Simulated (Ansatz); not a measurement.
**Cost against result**

Saddle point of CH9NSi, closed shell (CH₆Si ([CH3][SiH3]) + NH₃ → CH₇NSi ([CH3][SiH2][NH2]) + H₂; bonds formed: Si1–N7, H2–H6; bonds broken: Si1–H2, H6–N7), PBE0-D4/def2-TZVP structure:

```
12
angstrom
Si -0.6545 0.1024 0.0344
H 0.0553 -1.6126 -0.3631
H -1.9668 -0.5817 -0.0647
H -1.0805 1.5598 -0.0134
C 0.3693 0.0446 1.5996
H 0.3940 -0.9492 -1.2738
N 0.2745 0.1825 -1.6066
H 0.0472 0.8127 2.3068
H 0.3207 -0.9404 2.0643
H 1.4186 0.2351 1.3549
H 1.1102 0.7576 -1.6126
H -0.2880 0.3891 -2.4257
```

Barriers are electronic and count from the start structure reached by relaxing down the imaginary mode.

Program: Ansatz 0.2.0. Basis: as named in each row. Cores are frozen in the correlated methods. B3LYP uses VWN-RPA correlation. Extrapolation: Hartree–Fock as exp(−7.88 √X), correlation as X^−2.97.

Times are rough, for one single point on 4 threads of a shared host (Arm Neoverse V1).

The estimate by CCSD(T) at an estimated basis limit (MP2 extrapolated from triple and quadruple zeta, plus CCSD(T) − MP2 in triple zeta) is 194.9 kJ/mol.

| method | basis | time (s) | barrier (kJ/mol) | method less estimate |
| --- | --- | --- | --- | --- |
| HF | STO-3G | under 1 | 370.3 | 175.4 |
| PBE-D4 | STO-3G | under 1 | 192.0 | -2.9 |
| SPW92 | def2-SVP | under 1 | 121.1 | -73.9 |
| B3LYP-D4 | 6-31G | under 1 | 194.7 | -0.3 |
| PBE-D4 | def2-SVP | under 1 | 156.7 | -38.2 |
| PBE0-D4 | def2-SVP | under 1 | 172.7 | -22.2 |
| SPW92 | def2-TZVPP | under 1 | 126.3 | -68.6 |
| PBE-D4 | def2-TZVPP | 1 | 160.0 | -34.9 |
| BLYP-D4 | def2-TZVPP | 1 | 178.4 | -16.5 |
| B3LYP-D4 | def2-TZVPP | 2 | 187.9 | -7.0 |
| BHLYP-D4 | def2-TZVPP | 2 | 204.4 | 9.5 |
| PBE0-D4 | def2-TZVPP | 2 | 173.0 | -21.9 |
| CCSD(T) | def2-SVP | 2 | 210.8 | 15.9 |
| CAM-B3LYP-D4 | def2-TZVPP | 2 | 191.4 | -3.5 |
| wB97M-V | def2-SVP | 3 | 183.8 | -11.1 |
| r2SCAN0-D4 | def2-TZVPP | 3 | 180.2 | -14.7 |
| r2SCAN-D4 | def2-TZVPP | 3 | 171.6 | -23.3 |
| B2PLYP | def2-TZVPP | 3 | 196.4 | 1.5 |
| RPA on PBE | def2-TZVPP | 4 | 200.2 | 5.3 |
| PBE-QIDH | def2-TZVPP | 4 | 185.9 | -9.0 |
| wB97X-V | def2-TZVPP | 6 | 192.1 | -2.9 |
| wB97M-V | def2-TZVPP | 6 | 187.4 | -7.5 |
| B97M-V | def2-TZVPP | 6 | 178.6 | -16.4 |
| MP2 | def2-QZVPP | 16 | 190.7 | -4.2 |
| CCSD(T) | def2-TZVPP | 58 | 197.5 | 2.5 |

All methods are single points on the PBE0-D4 structures.

T1 diagnostic: at most 0.011.

Labels in which every atom is bracketed show which atoms are joined, not bond orders.
